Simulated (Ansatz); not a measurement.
# H₂O (singlet): wave-function methods side by side at distance O1–H2 = 1.055 Å, cc-pVTZ

How much of the correlation energy of H₂O (singlet) does each wave-function method recover here?

Method: cc-pVTZ, correlated electrons: outside noble gas; program: Ansatz 0.2.0, Gaussian basis.

To be run: UHF; CCSD(T) on RHF; BCCD(T) on RHF; CISD; CCSDT(Q) on RHF; CASSCF and NEVPT2, 2 electrons in 2 orbitals; CASSCF and MRCISD+Q, 8 electrons in 6 orbitals; CASSCF and NEVPT2, 8 electrons in 6 orbitals.

## Step 1: What is computed

The geometry derives from a PBE0/def2-TZVP stationary point (not a proven minimum). One bond is set to the value named and the two fragments are kept rigid.

3 atoms, charge 0, spin multiplicity 1.

Atoms are counted from 1 here; the program's logs count them from 0.

Bond lengths: O1–H2 1.055 Å, O1–H3 0.960 Å. Angles: H2–O1–H3 105.1°.

In the tables R marks a restricted determinant and U an unrestricted one; 'pair' is the active space of 2 electrons in 2 orbitals; 'valence' is the active space of 8 electrons in 6 orbitals; correlation energies count from the lowest restricted Hartree-Fock solution.

## Step 2: UHF

in.yaml

```yaml
crystal:
  periodic: [false, false, false]
  atoms:
    - {symbol: O, position_ang: [0.000000, -0.068568, 0.004239]}
    - {symbol: H, position_ang: [0.000000, 0.573240, -0.833083]}
    - {symbol: H, position_ang: [0.000000, 0.515160, 0.765789]}
basis:
  gaussian: {orbitals: cc-pVTZ}
magnetization: {spin_polarized: true, initial_magnetization: 0}
hamiltonian: {xc: hf}
output: {orbitals: {seedname: orbitals}}
```

Started as:

```sh
> ansatz run in.yaml --threads 1 --pin off --events-out ev --progress --plain --max-ram 2393MiB
```

After this run come: CCSD(T) on RHF; BCCD(T) on RHF; CISD; CCSDT(Q) on RHF; CASSCF and NEVPT2, 2 electrons in 2 orbitals; CASSCF and MRCISD+Q, 8 electrons in 6 orbitals; CASSCF and NEVPT2, 8 electrons in 6 orbitals.

Before running them: what should the planned runs give, taken together? Wanted: correlation energy, RCCSDT(Q); RMP2 from RCCSDT(Q); RCCSD from RCCSDT(Q); RCCSD(T) from RCCSDT(Q); NEVPT2 pair from RCCSDT(Q); NEVPT2 valence from RCCSDT(Q); MRCISD+Q valence from RCCSDT(Q); T1 diagnostic; effectively unpaired electrons.

The runs gave:

```
                         quantity                      value
    correlation energy, RCCSDT(Q)                 -7.5992 eV
              RMP2 from RCCSDT(Q)               +37.3 kJ/mol
             RCCSD from RCCSDT(Q)               +22.5 kJ/mol
          RCCSD(T) from RCCSDT(Q)                +1.3 kJ/mol
       NEVPT2 pair from RCCSDT(Q)               +38.0 kJ/mol
    NEVPT2 valence from RCCSDT(Q)               +80.7 kJ/mol
  MRCISD+Q valence from RCCSDT(Q)                +5.3 kJ/mol
levels within 1 kcal/mol (43 meV)  RCCSD(T), BCCD(T), RCCSDT
                    T1 diagnostic                      0.007
   effectively unpaired electrons                       0.01
```

What this shows: RCCSD(T) misses by +1.3 kJ/mol, 0.2 % of the correlation energy. One determinant dominates. Of the multireference levels listed MRCISD+Q valence comes nearest (+5.3 kJ/mol). These misses are within one basis and frozen core, not against nature; frozen cores of the runs differ by up to some meV.
